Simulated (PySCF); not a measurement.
Molecule: formyl fluoride (SMILES O=CF).

Bonds (- single, = double, # triple, : aromatic): O1=C2 1.177 Å, C2-F3 1.329 Å. C2 carries H4.

Spin–spin couplings on one PBE0-D3(BJ)/def2-SVP geometry, PySCF 2.14.0 with density-fitted response routines, gas phase, non-relativistic, equivalent pairs averaged; isotopes ¹³C, ¹H; basis pcJ-1.

Reference values (Hz): ¹J(C2,H4) = 267.0 (measured; liquid or solution (compiled); San Fabian, Garcia de la Vega, Suardiaz et al., Magn. Reson. Chem. 2013, 51, 775 (SI)).

How do the couplings (Hz) change with the functional? Times are CPU seconds on 1 thread of an Arm Neoverse V2, shared host; the GGAs took longer than the global hybrids here, which isn't the general rule, and the cause wasn't traced.

Answers


```tsv
functional	functions	¹J(C2,H4)	abs. error	core-s
HF	91	312.8	45.8	0.74
LDA	91	210.5	56.5	1.4
PBE	91	241.0	26.0	2.1
KT2	91	263.1	3.9	2.3
PBE0	91	248.9	18.1	1.8
B97-2	91	239.9	27.1	1.8
```

Errors compare magnitudes, without vibrational corrections. Closest: KT2; furthest: LDA.
